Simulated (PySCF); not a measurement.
hydrogen chloride (ClH), SMILES Cl.

Coordinates come from a PBE0-D3(BJ)/def2-TZVPD optimisation.

Two levels are set side by side: PBE/def2-TZVPD (PySCF) and HF/def2-TZVPD (PySCF). Same geometry, gas phase. Differences are taken from unrounded values.

| quantity | PBE |
|---|---|
| orbital gap (eV) | 7.06 |
| highest occupied level (eV) | -8.04 |
| lowest empty level (eV) | -0.98 |
| dipole moment (D) | 1.08 |
| mean polarisability (bohr³) | 18.2 |

**Question.** These are the PBE values. What does HF give? (The exact figures need the calculation; the answer reports its results.)

**Answer.** 
```json
[
 {"quantity": "orbital gap (eV)", "HF": "14.89", "PBE minus HF": "-7.84"},
 {"quantity": "highest occupied level (eV)", "HF": "-12.98", "PBE minus HF": "4.94"},
 {"quantity": "lowest empty level (eV)", "HF": "1.91", "PBE minus HF": "-2.90"},
 {"quantity": "dipole moment (D)", "HF": "1.19", "PBE minus HF": "-0.11"},
 {"quantity": "mean polarisability (bohr³)", "HF": "16.7", "PBE minus HF": "1.4"}
]
```

Without exact exchange PBE keeps part of each electron's self-repulsion, which lifts occupied levels and narrows the gap. Loosely held outer electrons make PBE densities more polarisable. Differences between two approximate levels are no errors against the true value.
